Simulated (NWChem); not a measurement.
Program: NWChem. System: dimethyl sulfide (C2H6S), charge 0, spin multiplicity 1, at a geometry optimised with PBE0/def2-SVP. Level: B2PLYP/def2-TZVP, 7 core orbitals frozen.

Part of the output:

```
             Northwest Computational Chemistry Package (NWChem) 7.3.0
             --------------------------------------------------------

                                NWChem Input Module
                                -------------------

 Scaling coordinates for geometry "geometry" by  1.889725989
 (inverse scale =  0.529177249)

 Turning off AUTOSYM since
 SYMMETRY directive was detected!

                             Geometry "geometry" -> ""
                             -------------------------

 Output coordinates in angstroms (scale by  1.889725989 to convert to a.u.)

  No.       Tag          Charge          X              Y              Z
 ---- ---------------- ---------- -------------- -------------- --------------
    1 C                    6.0000    -1.37909100     0.00000000     0.50694600
    2 S                   16.0000     0.00000000     0.00000000    -0.65474700
    3 C                    6.0000     1.37909100     0.00000000     0.50694600
    4 H                    1.0000    -1.37421300     0.89900700     1.14293500
    5 H                    1.0000    -2.30229500     0.00000000    -0.08957200
    6 H                    1.0000    -1.37421300    -0.89900700     1.14293500
    7 H                    1.0000     1.37421300     0.89900700     1.14293500
    8 H                    1.0000     2.30229500     0.00000000    -0.08957200
    9 H                    1.0000     1.37421300    -0.89900700     1.14293500

 Effective nuclear repulsion energy (a.u.)     110.7294865103

            Nuclear Dipole moment (a.u.)
            ----------------------------
        X                 Y               Z
 ---------------- ---------------- ----------------
     0.0000000000     0.0000000000    -0.0000075589

      Symmetry information
      --------------------

 Group name             C2v
 Group number             16
 Group order               4
 No. of unique centers     4

      Symmetry unique atoms

     1    2    4    5


 Summary of "ao basis" -> "" (spherical)
 ------------------------------------------------------------------------------
       Tag                 Description            Shells   Functions and Types
 ---------------- ------------------------------  ------  ---------------------
 *                         def2-tzvp                  on all atoms

  dft_input: which_mp2 not specified, using semidirect MP2 by default.

                                 NWChem DFT Module
                                 -----------------

 Summary of "ao basis" -> "ao basis" (spherical)
 ------------------------------------------------------------------------------
       Tag                 Description            Shells   Functions and Types
 ---------------- ------------------------------  ------  ---------------------
 C                         def2-tzvp                11       31   5s3p2d1f
 S                         def2-tzvp                13       37   5s5p2d1f
 H                         def2-tzvp                 4        6   3s1p

 Summary of "ao basis" -> "ao basis" (spherical)
 ------------------------------------------------------------------------------
       Tag                 Description            Shells   Functions and Types
 ---------------- ------------------------------  ------  ---------------------
 C                         def2-tzvp                11       31   5s3p2d1f
 S                         def2-tzvp                13       37   5s5p2d1f
 H                         def2-tzvp                 4        6   3s1p

      Symmetry analysis of basis
      --------------------------

        a1         48
        a2         20
        b1         41
        b2         26

            General Information
            -------------------
          SCF calculation type: DFT
          Wavefunction type:  closed shell.
          No. of atoms     :     9
          No. of electrons :    34
           Alpha electrons :    17
            Beta electrons :    17
          Charge           :     0
          Spin multiplicity:     1
          Use of symmetry is: on ; symmetry adaption is: on
          Maximum number of iterations: 100
          AO basis - number of functions:   135
                     number of shells:    59
[...]
              MO Center= -7.1D-14, -2.1D-16,  1.1D-01, r^2= 3.3D+00
   Bfn.  Coefficient  Atom+Function         Bfn.  Coefficient  Atom+Function
  ----- ------------  ---------------      ----- ------------  ---------------
    46      0.282748  2 S  px                 6     -0.231129  1 C  px
    74     -0.231129  3 C  px                 9     -0.187911  1 C  px
    77     -0.187911  3 C  px               107      0.158049  5 H  s
   125     -0.158049  8 H  s                 43      0.133887  2 S  px
    49      0.114401  2 S  px                37     -0.111453  2 S  px

 Vector   16  Occ=2.000000D+00  E=-3.645150D-01  Symmetry=a1
              MO Center=  7.6D-14,  2.3D-13, -4.3D-01, r^2= 2.5D+00
   Bfn.  Coefficient  Atom+Function         Bfn.  Coefficient  Atom+Function
  ----- ------------  ---------------      ----- ------------  ---------------
    48      0.391985  2 S  pz                51      0.267831  2 S  pz
    35     -0.228481  2 S  s                 36     -0.208150  2 S  s
    45      0.187756  2 S  pz                39     -0.152668  2 S  pz
     8     -0.151494  1 C  pz                76     -0.151494  3 C  pz
    34      0.146909  2 S  s                 11     -0.126082  1 C  pz

 Vector   17  Occ=2.000000D+00  E=-2.683765D-01  Symmetry=b2
              MO Center=  3.2D-15, -2.3D-13, -4.5D-01, r^2= 2.1D+00
   Bfn.  Coefficient  Atom+Function         Bfn.  Coefficient  Atom+Function
  ----- ------------  ---------------      ----- ------------  ---------------
    47      0.496440  2 S  py                50      0.414657  2 S  py
    44      0.239009  2 S  py                38     -0.187544  2 S  py
   102     -0.091372  4 H  s                114      0.091372  6 H  s
   120     -0.091372  7 H  s                132      0.091372  9 H  s
    41     -0.089596  2 S  py               101     -0.083757  4 H  s

 Vector   18  Occ=0.000000D+00  E= 7.848705D-02  Symmetry=a1
              MO Center= -5.3D-16,  2.4D-16,  1.1D+00, r^2= 7.6D+00
   Bfn.  Coefficient  Atom+Function         Bfn.  Coefficient  Atom+Function
  ----- ------------  ---------------      ----- ------------  ---------------
     5      2.883557  1 C  s                 73      2.883557  3 C  s
   102     -1.401490  4 H  s                114     -1.401490  6 H  s
   120     -1.401490  7 H  s                132     -1.401490  9 H  s
   108     -1.049623  5 H  s                126     -1.049623  8 H  s
    36     -0.371223  2 S  s                 14      0.356877  1 C  pz

 Vector   19  Occ=0.000000D+00  E= 7.902195D-02  Symmetry=b1
              MO Center= -1.8D-16,  4.0D-17,  1.8D-02, r^2= 7.0D+00
   Bfn.  Coefficient  Atom+Function         Bfn.  Coefficient  Atom+Function
  ----- ------------  ---------------      ----- ------------  ---------------
     5      3.164614  1 C  s                 73     -3.164614  3 C  s
    49      1.349821  2 S  px               102     -0.986873  4 H  s
   114     -0.986873  6 H  s                120      0.986873  7 H  s
   132      0.986873  9 H  s                108     -0.897674  5 H  s
   126      0.897674  8 H  s                 12      0.320677  1 C  px

 Vector   20  Occ=0.000000D+00  E= 1.225302D-01  Symmetry=a1
              MO Center=  3.4D-14,  2.3D-15, -1.9D-01, r^2= 6.1D+00
   Bfn.  Coefficient  Atom+Function         Bfn.  Coefficient  Atom+Function
  ----- ------------  ---------------      ----- ------------  ---------------
    36      2.146862  2 S  s                 51      1.149880  2 S  pz
    12     -0.972048  1 C  px                80      0.972048  3 C  px
   108     -0.618424  5 H  s                126     -0.618424  8 H  s
     5     -0.466079  1 C  s                 73     -0.466079  3 C  s
    14      0.307083  1 C  pz                82      0.307083  3 C  pz

 center of mass
 --------------
 x =   0.00000000 y =   0.00000000 z =  -0.13223857

 moments of inertia (a.u.)
 ------------------
         100.385466897934           0.000000000000           0.000000000000
           0.000000000000         317.092965258256           0.000000000000
           0.000000000000           0.000000000000         239.977634945291

     Multipole analysis of the density
     ---------------------------------

     L   x y z        total         alpha         beta         nuclear
     -   - - -        -----         -----         ----         -------
     0   0 0 0     -0.000000    -17.000000    -17.000000     34.000000

     1   1 0 0     -0.000000     -0.000000     -0.000000      0.000000
     1   0 1 0     -0.000000     -0.000000     -0.000000      0.000000
     1   0 0 1      0.619496      0.309752      0.309752     -0.000008

     2   2 0 0    -18.102722    -82.218315    -82.218315    146.333909
     2   1 1 0     -0.000000     -0.000000     -0.000000      0.000000
     2   1 0 1     -0.000000     -0.000000     -0.000000     -0.000000
     2   0 2 0    -21.413031    -16.478881    -16.478881     11.544731
     2   0 1 1      0.000000      0.000000      0.000000      0.000000
     2   0 0 2    -21.274506    -37.749268    -37.749268     54.224030

                   NWChem MP2 Semi-direct Energy/Gradient Module
                   ---------------------------------------------

  Basis functions       =    135
  Molecular orbitals    =    135
  Frozen core           =      7
  Frozen virtuals       =      0
  Active alpha occupied =     10
  Active beta occupied  =     10
  Active alpha virtual  =    118
  Active beta virtual   =    118
  Use MO symmetry       = T
  Use skeleton AO sym   = T

  AO/Fock/Back tols     =   1.0D-09  1.0D-09  1.0D-09

 GA uses MA = F    GA memory limited = T

 Available:
  local mem=  4.43D+07
 global mem=  1.44D+08
 local disk=  0.00D+00
  mp2_memr nvloc                   118
  nvloc new                   118
   1 passes of  10:        5242880                      96155                  36307723.
   1 passes of  10: M     44318403           G      144142750           F      39075523.

 Semi-direct pass number   1 of   1  for RHF alpha+beta  at        7.3s
  vrange nnbf                  9042
  mp2_eaftype                   138  avail_ma_in_mb                   386
 EAF : mp2_eaftype filesize         138   18153861.
  mp2_eaf for mointskh                    138
Node 0 wrote     85.4 Mb in      0.0 s     Agg I/O rate:  1910.0 Mb/s
 Done moints_semi at       21.7s
  mp2_eaftype                   138  avail_ma_in_mb                   386
 EAF : mp2_eaftype filesize         138   18153861.
  mp2_eaf for kh                   138
 Done maket at       22.3s
 Done multipass loop at       22.3s

          -------------------------------------------
          DFT energy                    -477.668013571362
          Unscaled MP2 energy             -0.634012378131
          Total DFT+MP2 energy          -477.839196913458
          -------------------------------------------

 -----------------------
 Performance information
 -----------------------

 Timer overhead =  2.51D-07 seconds/call

               Nr. of calls         CPU time (s)                 Wall time (s)                GFlops
             ---------------    -------------------     ------------------------------   -------------------
Name         Min   Avg   Max    Min     Avg     Max     Min     Avg     Max   Mx/calls   Min     Max     Sum
mp2: moin     1     1     1    14.     14.     14.      14.     14.     14.     14.      0.0     0.0     0.0
mp2: make     1     1     1   0.65    0.65    0.65     0.65    0.65    0.65    0.65      0.0     0.0     0.0
mp2: tota     1     1     1    15.     15.     15.      15.     15.     15.     15.      0.0     0.0     0.0

 The average no. of pstat calls per process was 3.00D+00
 with a timing overhead of 7.53D-07s

 Task  times  cpu:       22.3s     wall:       22.3s

 Total times  cpu:       22.3s     wall:       22.3s
```

Task: Write an NWChem input that would produce this output.

Result: This is not unique; one that fits is 
```
start mol
memory heap 200 mb stack 900 mb global 1100 mb
geometry units angstroms nocenter noautoz
  C     -1.379091     0.000000     0.506946
  S      0.000000     0.000000    -0.654747
  C      1.379091     0.000000     0.506946
  H     -1.374213     0.899007     1.142935
  H     -2.302295     0.000000    -0.089572
  H     -1.374213    -0.899007     1.142935
  H      1.374213     0.899007     1.142935
  H      2.302295     0.000000    -0.089572
  H      1.374213    -0.899007     1.142935
  symmetry group C2v
end
basis spherical
  * library def2-tzvp
end
dft
  xc hfexch 0.53 becke88 0.47 lyp 0.73 mp2 0.27
  dftmp2
  semidirect memsize 60000000 filesize 0
  iterations 100
end
mp2
  freeze core 7
end
task dft energy
```
